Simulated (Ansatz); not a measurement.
CsRe2: from a trial structure to a relaxed crystal

Theory: DFT PBE, scalar-relativistic, plane waves, PAW (Ansatz).

CsRe2 was placed on the ThSi2 structure type (I4_1/amd, No. 141), with Cs in place of Th, Re in place of Si, at a guessed volume.

The final relaxation ran on this input, with the default PAW datasets:

```yaml
crystal:
  lattice:
    - [-2.564196241, 2.564196241, 6.140911331]
    - [2.564196241, -2.564196241, 6.140911331]
    - [2.564196241, 2.564196241, -6.140911331]
  atoms:
    - { symbol: Cs, position: [0.0, 0.0, 0.0] }
    - { symbol: Cs, position: [0.75, 0.25, 0.5] }
    - { symbol: Re, position: [0.4081727937, 0.4081727937, 0.0] }
    - { symbol: Re, position: [0.1581727937, 0.6581727937, 0.5] }
    - { symbol: Re, position: [0.3418272063, 0.8418272063, 0.5] }
    - { symbol: Re, position: [0.5918272063, 0.5918272063, 0.0] }
basis:
  ecutwfc: 420
kpoints:
  mp_grid: { grid: [10, 10, 10] }
hamiltonian:
  xc: pbe
scf:
  occupations: { method: gaussian, width: 0.1 }
output:
  forces: true
  stress: true
  eigenvalues: true
relax:
  adjacent_minimum: "off"
  f_tol: 0.01
  max_steps: 80
  cell: { stress_tol: 0.05 }
```

Launched as:

```bash
ansatz run input.yaml --threads 1 --pin off --max-ram 2560MiB --backend cpu --events-out ev --progress --plain --runs-dir out
```

The run took 77 s on 1 thread of Intel(R) Xeon(R) Platinum 8488C (Sapphire Rapids), on a shared host, peak memory 0.85 GiB.

End of the output:

```
SCF converged after 6 iterations
Free energy (F): -54802.604785 eV
Harris-Foulkes:  -54802.604785 eV  (|F-HF|=7.28e-12)
Internal energy: -54802.563494 eV  (E = F + TS)
E sigma→0 (E₀):  -54802.584140 eV
Entropy (-TS):   -0.041291 eV (-6.882 meV/atom)
Fermi energy:    12.059041 eV
--- Per-component energies (eV) ---
  E_band       = -943.588866
  E_kinetic    = 2437.063743
  E_local      = -6720.566680  (includes V_loc(G=0)·N_el)
  E_nonlocal   = 277.195439
  E_hartree    = 2569.808211
  E_xc         = -1953.024773
  E_vxc        = -1454.880837  (∫ρ·V_xc dr)
  E_paw        = -44775.088823  (= ΣΔE_a)
  E_vpaw       = -622.016649  (= ΣTr[D̂ρ^β])
  E_aug_tail   = -0.000312  (compensation charges beyond the density's cutoff)
  E_ewald      = -6637.950299
  E_smearing   = -0.041291  (= −TS)
  E_closure    = 0.000000  (closes the sum)
  Σ components = -54802.604785   (vs F -54802.604785, Δ=0.00e0)
--- Forces (eV/Å), atoms counted from 1 ---
  atom   1  Cs     0.00000000     0.00000000     0.00000000
  atom   2  Cs     0.00000000     0.00000000     0.00000000
  atom   3  Re     0.00000000     0.00000000     0.00326080
  atom   4  Re     0.00000000     0.00000000     0.00326080
  atom   5  Re     0.00000000     0.00000000    -0.00326080
  atom   6  Re     0.00000000     0.00000000    -0.00326080
  max |Σ_I F_I| component: 1.91e-17 eV/Å
--- Stress (GPa, compression-positive) ---
        0.002154       0.000000       0.000000
        0.000000       0.002154       0.000000
        0.000000       0.000000      -0.009985
  P = ⅓ Tr σ = -0.0019 GPa (-0.019 kbar)
--- Relaxed structure (1 steps of the walk, 1 accepted, 1 SCFs on fresh bases) ---
  F+E_penalty+E_count = -54802.60478488 eV   max|allowed force component| = 3.261e-3 eV/Å   (the final SCF, on the basis selected at the relaxed cell)
  cell:  # Å, volume = 161.5085 Å³
    - [-2.564196, 2.564196, 6.140911]
    - [2.564196, -2.564196, 6.140911]
    - [2.564196, 2.564196, -6.140911]
  atoms:
    - { symbol: Cs, position: [0.0, 0.0, 0.0] }
    - { symbol: Cs, position: [0.750000, 0.250000, 0.500000] }
    - { symbol: Re, position: [0.408173, 0.408173, 0.0] }
    - { symbol: Re, position: [0.158173, 0.658173, 0.5] }
    - { symbol: Re, position: [0.341827, 0.841827, 0.5] }
    - { symbol: Re, position: [0.591827, 0.591827, 0.0] }
```

Absolute energies hang on the potentials; compare differences alone.

The result has space group I4_1/amd (No. 141). Cs has 4 Re at 3.22 Å, 8 Re at 3.80 Å and 4 Cs at 4.00 Å; Re is coordinated by 1 Re at 2.26 Å and 2 Re at 2.69 Å.

Against the elements it lies at 1.87 eV/atom. The zero of energy is the elements' standard structures at the same level; no fitted shifts are applied.

The k mesh leaves about 4 meV/atom of noise in metals. Spin–orbit coupling is left out.

A structure relaxed within its symmetry needn't be a true minimum.